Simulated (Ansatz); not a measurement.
# The cluster Si₃H₄: geometry, orbitals and charge

What does the cluster Si₃H₄ look like as a singlet, and where do its frontier electrons sit?

Program: Ansatz 0.2.0, Gaussian basis. Level of theory: RKS PBE0-D4/def2-TZVP. These are calculated values, not measurements.

Plan: relaxation at PBE0-D4/def2-TZVP; a search for the lowest solution at PBE0-D4/def2-SVP; a single point at PBE0-D4/def2-TZVP.

## (1) Where the work starts

7 atoms, charge 0, spin multiplicity 1.

Atoms are counted from 1 here; the program's logs count them from 0.

Bond lengths: Si1–Si2 2.228 Å, Si1–Si3 2.344 Å, Si1–H4 1.480 Å, Si2–Si3 2.344 Å, Si2–H6 1.480 Å, Si3–H5 1.480 Å, Si3–H7 1.480 Å. Angles: Si2–Si1–Si3 61.6°, Si2–Si1–H4 148.7°, Si3–Si1–H4 149.7°, Si1–Si2–Si3 61.6°, Si1–Si2–H6 149.5°, Si3–Si2–H6 148.8°, Si1–Si3–Si2 56.8°, Si1–Si3–H5 125.1°, Si1–Si3–H7 125.7°, Si2–Si3–H5 126.0°, Si2–Si3–H7 125.4°, H5–Si3–H7 97.2°.

The start is a GFN1-xTB geometry.

## (2) Relaxation at PBE0-D4/def2-TZVP

Contents of in.yaml:

```yaml
crystal:
  periodic: [false, false, false]
  atoms:
    - {symbol: Si, position_ang: [-0.235330, 1.345100, -0.521440]}
    - {symbol: Si, position_ang: [1.057190, 0.301090, 0.963170]}
    - {symbol: Si, position_ang: [-0.484170, -0.971000, -0.260810]}
    - {symbol: H, position_ang: [-0.629900, 2.605680, -1.188780]}
    - {symbol: H, position_ang: [-1.685620, -1.642410, 0.282700]}
    - {symbol: H, position_ang: [2.116420, 0.357470, 1.995630]}
    - {symbol: H, position_ang: [-0.138590, -1.995930, -1.270480]}
basis:
  gaussian: {orbitals: def2-TZVP}
hamiltonian: {xc: pbe0, dispersion: d4}
scf: {lower_state_search: "off"}
output: {orbitals: {seedname: orbitals}}
relax: {f_tol: 0.02, max_steps: 100}
```

Started as:

```bash
$ ansatz run in.yaml --threads 4 --pin off --events-out ev --progress --plain --max-ram 3916MiB
```

The runs that follow: Searching for the lowest solution, PBE0-D4/def2-SVP; Single point, PBE0-D4/def2-TZVP.

**Question.** What will the summary of the whole plan be? Wanted: point group; commonest bond, hydrogen aside; HOMO, LUMO at PBE0-D4/def2-TZVP; dipole at PBE0-D4/def2-TZVP.

**Answer**, as computed:

| quantity | value |
| --- | --- |
| point group | C2v |
| commonest bond, hydrogen aside | Si–Si, 3 of mean length 2.226 Å |
| HOMO, LUMO at PBE0-D4/def2-TZVP | -6.17, -1.79 eV |
| dipole at PBE0-D4/def2-TZVP | 0.54 D |

In words: The molecule keeps its bonding pattern by the stored test; the atoms moved 0.09 Å (rms). No usable vibrations, so a minimum isn't proven. Whether this spin is the lowest isn't tested here.
